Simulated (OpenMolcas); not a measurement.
**C2H3F3 (1,1,1-trifluoroethane): levels of theory compared**

We compute a comparison of 6 runs (HF/3-21G, B2PLYP/cc-pVDZ, B3LYP/cc-pVDZ, M06-L/cc-pVDZ, r2SCAN/cc-pVDZ, revPBE/cc-pVDZ) of C2H3F3 (1,1,1-trifluoroethane). 

The calculation is run with OpenMolcas 26.06.

## 1. The structure to begin with

C2H3F3 has 8 atoms, charge 0, and is taken as a singlet. SMILES: `CC(F)(F)F`. Geometry: relaxed at PBE0-D4/def2-TZVP.

Bond lengths: C1–C2 1.497 Å, C2–F3 1.341 Å, C2–F4 1.341 Å, C2–F5 1.341 Å, C1–H6 1.089 Å, C1–H7 1.089 Å, C1–H8 1.089 Å. Some angles: C1–C2–F3 111.8°, C1–C2–F4 111.8°, C1–C2–F5 111.8°, F3–C2–F4 107.1°, F3–C2–F5 107.1°, F4–C2–F5 107.1°, C2–C1–H6 109.3°, C2–C1–H7 109.3°, C2–C1–H8 109.3°, H6–C1–H7 109.7°.

## 2. Energy and gradient at HF/3-21G (run 1)

The input, job.input:

```
* C2H3F3 Hartree-Fock

&GATEWAY
  BASLIB=$CurrDir
  BASISSET
  C.3-21G....
  C1 -0.615400 -0.141500 0.471500 angstrom
  C2 0.557600 0.109900 -0.423700 angstrom
  End of Basis
  BASISSET
  F.3-21G....
  F3 1.692800 -0.382000 0.093900 angstrom
  F4 0.395200 -0.458200 -1.627700 angstrom
  F5 0.754200 1.420300 -0.629900 angstrom
  End of Basis
  BASISSET
  H.3-21G....
  H6 -0.441600 0.335800 1.434900 angstrom
  H7 -0.738000 -1.214600 0.611200 angstrom
  H8 -1.512600 0.273100 0.014000 angstrom
  End of Basis

&SEWARD

&SCF
  THRESHOLDS=1e-10 1e-07 1e-07 1e-05
  PRORBITALS=1 1

&ALASKA
```

The basis set 3-21G is read from a file made from the Basis Set Exchange's data (not shown).

Launch:

```
$ export MOLCAS_MEM=1860
$ pymolcas job.input > job.log
```

Standard output:

```text
--- Start Module: gateway ---
[...]
--- Stop Module: gateway /rc=_RC_ALL_IS_WELL_ ---
[...]
      Basis functions           51
[...]
--- Start Module: scf ---
[...]
       Convergence after  12 Iterations
[...]
::    Total SCF energy                               -373.7891651678
[...]
      Total spin, S                                     0.0000000000
[...]
      Total electronic charge=   42.000000
      Total            charge=   -0.000000
[...]
      Dipole Moment (debye):
      Origin of the operator (angstrom)=    0.6021    0.1194   -0.4577
                   X= -2.1043E+00               Y= -4.5035E-01               Z=  1.6063E+00           Total=  2.6853E+00
      Quadrupole Moment (debye*angstrom):
[...]
--- Stop Module: scf /rc=_RC_ALL_IS_WELL_ ---
--- Start Module: alaska ---
[...]
 *              Molecular gradients               *
 **************************************************
  Irreducible representation: a
 ------------------------------------------------------------------------------------------
                              X                       Y                       Z
 ------------------------------------------------------------------------------------------
  C1                2.21399982181936E-03    4.41782450590456E-04   -1.68580280577491E-03
  C2                9.56901831363055E-03    2.14620251282405E-03   -7.24455517711853E-03
  F3               -9.59713388968098E-03    5.08922811520396E-03   -6.12993800460693E-03
  F4                3.00895375410670E-03    5.80869416535990E-03    1.05605488866161E-02
  F5               -4.83228938396696E-04   -1.25033414737352E-02    9.14374296786313E-04
  H6                1.59454269250327E-03    3.40098635137620E-03    6.38542339408144E-03
  H7               -4.65389178325504E-04   -7.34460655935409E-03    6.67467247779108E-04
  H8               -5.84076257572796E-03    2.96105443776962E-03   -3.46751783784716E-03
[...]
--- Stop Module: alaska /rc=_RC_ALL_IS_WELL_ ---
[...]
```

Run time: 2.5 s. Hardware: 1 thread of Arm Neoverse V1, shared host; peak memory 0.38 GiB.

## 3. A single-point energy at B2PLYP/cc-pVDZ (run 2)

The input, run.input:

```
&GATEWAY
BasLib = $CurrDir
Coord
8
angstrom
C       -0.615400      -0.141500       0.471500
C        0.557600       0.109900      -0.423700
F        1.692800      -0.382000       0.093900
F        0.395200      -0.458200      -1.627700
F        0.754200       1.420300      -0.629900
H       -0.441600       0.335800       1.434900
H       -0.738000      -1.214600       0.611200
H       -1.512600       0.273100       0.014000
Basis = cc-pVDZ
Group = NoSym
&SEWARD
GridInput
Grid=UltraFine
End of Grid
&SCF
KSDFT = B2PLYP_SCF
Thresholds = 1e-10 1e-07 1e-07 1e-05
PrOrbitals = 0
&MBPT2
Frozen = 5
```

The basis set cc-pVDZ is read from a file made from the Basis Set Exchange's data (not shown).

Launch:

```
$ export MOLCAS_MEM=1860
$ pymolcas run.input > run.log
```

Standard output:

```text
--- Start Module: gateway ---
[...]
--- Stop Module: gateway /rc=_RC_ALL_IS_WELL_ ---
[...]
      Basis functions           85
[...]
--- Start Module: scf ---
[...]
       Convergence after  13 Iterations
[...]
::    Total KS-DFT energy                            -377.0093214822
[...]
      Total spin, S                                     0.0000000000
[...]
      Total electronic charge=   42.000000
      Total            charge=   -0.000000
[...]
      Dipole Moment (debye):
      Origin of the operator (angstrom)=    0.6021    0.1194   -0.4577
                   X= -1.8034E+00               Y= -3.8583E-01               Z=  1.3767E+00           Total=  2.3014E+00
      Quadrupole Moment (debye*angstrom):
[...]
--- Stop Module: scf /rc=_RC_ALL_IS_WELL_ ---
[...]
--- Start Module: mbpt2 ---
[...]
 ###    WARNING: MP2 implementation intended for RHF references only         ###
 ###############################################################################
MBPT2 WARNING: Reference function according to RunFile:KS-DFT
I'll assume you know what you're doing and continue
WARNING!
Default frozen orbitals as non valence orbitals is overwritten by user input.
Default values:   5
[...]
       Reference weight ( Cref**2 )         =        0.77477
::    Total MBPT2 energy                             -378.0025358094
[...]
      Total MBPT2 calculations                           0.27      0.32
--- Stop Module: mbpt2 /rc=_RC_ALL_IS_WELL_ ---
[...]
```

Run time: 25 s. Hardware: 1 thread of Arm Neoverse V1, shared host; peak memory 0.47 GiB.

Runs 3 to 4 aren't shown in full; the table further down has their settings and results.

## 4. Energy and gradient at r2SCAN/cc-pVDZ (run 5)

The input, mol.input:

```
&gateway
  baslib=$CurrDir
  coord
  8
  angstrom
  C       -0.615400      -0.141500       0.471500
  C        0.557600       0.109900      -0.423700
  F        1.692800      -0.382000       0.093900
  F        0.395200      -0.458200      -1.627700
  F        0.754200       1.420300      -0.629900
  H       -0.441600       0.335800       1.434900
  H       -0.738000      -1.214600       0.611200
  H       -1.512600       0.273100       0.014000
  basis=cc-pVDZ
  group=NoSym

&seward
  gridinput
  Grid=UltraFine
  End of Grid

&scf
  ksdft=2
  1.0 MGGA_X_R2SCAN
  1.0 MGGA_C_R2SCAN
  thresholds=1e-10 1e-07 1e-07 1e-05
  prorbitals=1 1

&alaska
```

The basis set cc-pVDZ is read from a file made from the Basis Set Exchange's data (not shown).

Launch:

```
$ export MOLCAS_MEM=1860
$ pymolcas mol.input > mol.log
```

Standard output:

```text
--- Start Module: gateway ---
[...]
--- Stop Module: gateway /rc=_RC_ALL_IS_WELL_ ---
[...]
      Basis functions           85
[...]
--- Start Module: scf ---
[...]
       Convergence after  15 Iterations
[...]
::    Total KS-DFT energy                            -377.4160244534
[...]
      Total spin, S                                     0.0000000000
[...]
      Total electronic charge=   42.000000
      Total            charge=   -0.000000
[...]
      Dipole Moment (debye):
      Origin of the operator (angstrom)=    0.6021    0.1194   -0.4577
                   X= -1.6488E+00               Y= -3.5269E-01               Z=  1.2587E+00           Total=  2.1041E+00
      Quadrupole Moment (debye*angstrom):
[...]
--- Stop Module: scf /rc=_RC_ALL_IS_WELL_ ---
[...]
--- Start Module: alaska ---
[...]
 *              Molecular gradients               *
 **************************************************
  Irreducible representation: a
 ------------------------------------------------------------------------------------------
                              X                       Y                       Z
 ------------------------------------------------------------------------------------------
  C1               -3.19459240779274E-03   -7.12560231371340E-04    2.41859091775609E-03
  C2                7.12317447273847E-03    1.58799660795106E-03   -5.39752180204767E-03
  F3               -9.56008218845383E-03    4.45566868039471E-03   -4.94032561551450E-03
  F4                1.90797053830893E-03    5.10781849416020E-03    1.02459842472093E-02
  F5               -1.26427369612170E-03   -1.15310300924882E-02    1.46611275892106E-03
  H6               -7.76228535186801E-04   -2.51690670138838E-03   -5.26707054286124E-03
  H7                8.07745836080009E-04    5.79877556103625E-03   -8.67247616531674E-04
  H8                4.95628598034248E-03   -2.18976231832624E-03    2.34147765291892E-03
[...]
--- Stop Module: alaska /rc=_RC_ALL_IS_WELL_ ---
[...]
```

Run time: 49 s. Hardware: 1 thread of Arm Neoverse V1, shared host; peak memory 0.47 GiB.

## 5. Energy and forces at revPBE/cc-pVDZ (run 6)

The input, test.inp:

```
* C2H3F3 Kohn-Sham DFT

&GATEWAY
  BASLIB=$CurrDir
  COORD
  8
  angstrom
  C       -0.615400      -0.141500       0.471500
  C        0.557600       0.109900      -0.423700
  F        1.692800      -0.382000       0.093900
  F        0.395200      -0.458200      -1.627700
  F        0.754200       1.420300      -0.629900
  H       -0.441600       0.335800       1.434900
  H       -0.738000      -1.214600       0.611200
  H       -1.512600       0.273100       0.014000
  BASIS=cc-pVDZ
  GROUP=NoSym

&SEWARD
  GRIDINPUT
  Grid=UltraFine
  End of Grid

&SCF
  KSDFT=revPBE
  THRESHOLDS=1e-10 1e-07 1e-07 1e-05
  PRORBITALS=1

&ALASKA
```

The basis set cc-pVDZ is read from a file made from the Basis Set Exchange's data (not shown).

Launch:

```
$ export MOLCAS_MEM=1860
$ pymolcas test.inp > test.log
```

Standard output:

```text
--- Start Module: gateway ---
[...]
--- Stop Module: gateway /rc=_RC_ALL_IS_WELL_ ---
[...]
      Basis functions           85
[...]
--- Start Module: scf ---
[...]
       Convergence after  13 Iterations
[...]
::    Total KS-DFT energy                            -377.4523481611
[...]
      Total spin, S                                     0.0000000000
[...]
      Total electronic charge=   42.000000
      Total            charge=   -0.000000
[...]
      Dipole Moment (debye):
      Origin of the operator (angstrom)=    0.6021    0.1194   -0.4577
                   X= -1.5025E+00               Y= -3.2137E-01               Z=  1.1470E+00           Total=  1.9174E+00
      Quadrupole Moment (debye*angstrom):
[...]
--- Stop Module: scf /rc=_RC_ALL_IS_WELL_ ---
[...]
--- Start Module: alaska ---
[...]
 *              Molecular gradients               *
 **************************************************
  Irreducible representation: a
 ------------------------------------------------------------------------------------------
                              X                       Y                       Z
 ------------------------------------------------------------------------------------------
  C1                3.46416603528965E-04    4.43164742331970E-05   -2.60611988579740E-04
  C2                9.05342181157476E-03    2.00766163214827E-03   -6.86667443242195E-03
  F3               -2.21173309217981E-02    1.03335795927659E-02   -1.14989328734598E-02
  F4                4.48343538809892E-03    1.18816117944753E-02    2.37687397974540E-02
  F5               -2.87957120292015E-03   -2.66744450053515E-02    3.34792752089719E-03
  H6               -7.61292581753510E-04   -4.47128545547182E-03   -1.01648665917775E-02
  H7                2.14160745867398E-03    1.07403222357725E-02   -2.09278908257415E-03
  H8                9.73331344451012E-03   -3.86176126859850E-03    3.76720765033078E-03
[...]
--- Stop Module: alaska /rc=_RC_ALL_IS_WELL_ ---
[...]
```

Wall time 32 s (1 thread of Arm Neoverse V1, shared host); peak memory 0.47 GiB.

## 6. All runs side by side

```
run           level      task  frozen core orbitals  energy (Eh)  dipole moment (D)  HOMO energy (eV)  LUMO energy (eV)  wall time
  1        HF/3-21G  gradient                     –  -373.789165               2.69            -15.11              7.47      2.5 s
  2  B2PLYP/cc-pVDZ    energy                     5  -377.277489               2.30            -12.40              3.14       25 s
  3   B3LYP/cc-pVDZ  gradient                     –  -377.577532               2.10            -10.29              1.83       35 s
  4   M06-L/cc-pVDZ  gradient                     –  -377.537717               2.13             -9.24              2.15       41 s
  5  r2SCAN/cc-pVDZ  gradient                     –  -377.416024               2.10             -9.21              2.16       49 s
  6  revPBE/cc-pVDZ  gradient                     –  -377.452348               1.92             -8.61              1.44       32 s
```

## 7. What came out

| quantity | value |
| --- | --- |
| run 6: total energy | -377.45235 Eh |
| run 6: dipole moment | 1.92 D |
| run 6: HOMO energy | -8.61 eV |
| run 6: LUMO energy | 1.44 eV |
| run 6: HOMO–LUMO gap | 10.05 eV |
| run 6: largest force on an atom | 1.390 eV/Å |

In words: The dipole moment (its size) runs from 1.92 D (revPBE/cc-pVDZ) to 2.69 D (HF/3-21G). The two ends differ in method and basis. The HOMO–LUMO gap runs from 10.05 eV (revPBE/cc-pVDZ) to 22.57 eV (HF/3-21G). For B2PLYP the log adds the whole second-order term; the table takes 0.27 of it, as the functional is defined. Totals of different functionals can't be ranked against each other. All runs together took 3.1 min, the longest 49 s.
